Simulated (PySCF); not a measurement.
`C=CN=C=O` in a uniform electric field

C3H3NO.
Cartesian coordinates in Å at the PBE0-D3(BJ)/def2-SVP level; atoms count from 1:
```
atom  x, y, z in Å
C1    -1.064   -0.607    0.836
C2    -0.710    0.170   -0.194
N3     0.545    0.232   -0.754
C4     1.686   -0.134   -0.782
O5     2.814   -0.420   -0.894
H6    -2.090   -0.579    1.204
H7    -0.354   -1.277    1.327
H8    -1.436    0.834   -0.673
```

Level: PBE0/def2-SVPD (PySCF); nuclei fixed, core orbitals frozen in the response. Permanent dipole (-2.190, 0.130, 0.705) D (1 au = 2.5417 D). Static polarisability (au):

```
x    68.38  -1.71 -13.11
y    -1.71  35.68  -6.08
z   -13.11  -6.08  41.90
```

Only the terms in μ and α are kept: μ(F) = μ + αF and ΔE = −μ·F − ½ F·αF.

Problem. Apply 0.002 au along ±x, ±y and ±z in turn. Tabulate induced and total dipoles and both energy terms.

Solution. 
| field along | induced x (D) | induced y (D) | induced z (D) | total size (D) | −μ·F (kJ/mol) | −½F·αF (kJ/mol) |
| --- | --- | --- | --- | --- | --- | --- |
| +x | 0.348 | -0.009 | -0.067 | 1.954 | +4.524 | -0.359 |
| −x | -0.348 | 0.009 | 0.067 | 2.656 | -4.524 | -0.359 |
| +y | -0.009 | 0.181 | -0.031 | 2.321 | -0.269 | -0.187 |
| −y | 0.009 | -0.181 | 0.031 | 2.303 | +0.269 | -0.187 |
| +z | -0.067 | -0.031 | 0.213 | 2.438 | -1.456 | -0.220 |
| −z | 0.067 | 0.031 | -0.213 | 2.186 | +1.456 | -0.220 |

Problem. For the field (-0.0014, -0.0004, 0.0002) au, what is the induced dipole, and what angle does it make with the field?

Solution. αF = (-0.248, -0.033, 0.074) D, at 11.9° to the field. The polarisability along this direction, F·αF/F², is 68.43 au, against a mean of 48.65 au.

Problem. At what field along the permanent dipole would the induced dipole along it equal the permanent one, in this linear picture?

Solution. The polarisability along the dipole is 73.39 au, so F = 0.9066 au / 73.39 au = 0.0124 au = 0.64 V/Å; higher-order terms are ignored.

Problem. What field makes μF equal to kT at 100 K?

Solution. kT = 0.3167 × 10⁻³ Eh, so F = 0.000349 au = 1.8 MV/cm.

Problem. A unit point charge sits 11 Å away. Estimate the induction energy −αe²/2R⁴ with the mean polarisability, treating the molecule as a point.

Solution. R = 20.79 bohr, so the energy is −48.7/(2 × 20.79⁴) Eh = -0.342 kJ/mol. The charge–dipole term at its most favourable orientation, −μe/R², is -5.51 kJ/mol.

The structure is a single PBE0-D3(BJ)/def2-SVP conformer in the gas phase; no vibrational or solvent corrections.
